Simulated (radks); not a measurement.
# Cl³⁺ in [Ne] 3s2 3p2: an all-electron calculation

Wanted: eigenvalues, radial structure and energy terms of the chlorine ion Cl3+.

The numbers are computed with radks (a radial shooting solver on a logarithmic mesh, Libxc functionals) version 1 (scalar-relativistic Kohn-Sham, LDA (Slater exchange, VWN5 correlation), spin-polarised, spherical densities, finite nucleus; open shells are filled with parallel spins first), except any that are marked as measured or tabulated.

## (1) The atom as given

* element: chlorine (Z = 17)
* charge: +3
* electrons: 14
* configuration: [Ne] 3s2 3p2
* nuclear rms radius: 3.3654 fm

The outer shells:

Cl³⁺
```
[Ne] core
3s [↑↓]
3p [↑ ][↑ ][  ]
```

## (2) The run

The run's settings:

```text
Z 17
configuration [Ne] 3s2 3p2
relativity scalar-relativistic
functional lda,vwn5
spin polarised
nucleus finite rms 3.3654 fm
c 137.035999084
```

**Question.** What will this run give?

**Answer**, as computed:

```
                        quantity                   value
                    total energy      -457.30855 hartree
exchange-correlation share of it                  5.58 %
                            −T/E                  1.0040
          highest occupied level       3p up, -46.312 eV
    most extended occupied level  3p up, <r> = 1.51 bohr
 radius at density 0.001 e/bohr³               3.04 bohr
    maxima of the radial density                       3
         ionisation energy, NIST     53.2 (semi-emp.) eV
```

What this shows: The radial density shows 3 maxima for 3 occupied principal shells. −T/E is 1.004: with relativity the kinetic term as defined here no longer equals −E. The top level binds by 46.312 eV, 87 % of the NIST ionisation energy of 53.2 eV; the potential of a semilocal functional falls off too fast, so its top eigenvalue is too shallow. Open shells are spherical and high-spin; term and fine-structure splittings are not resolved.
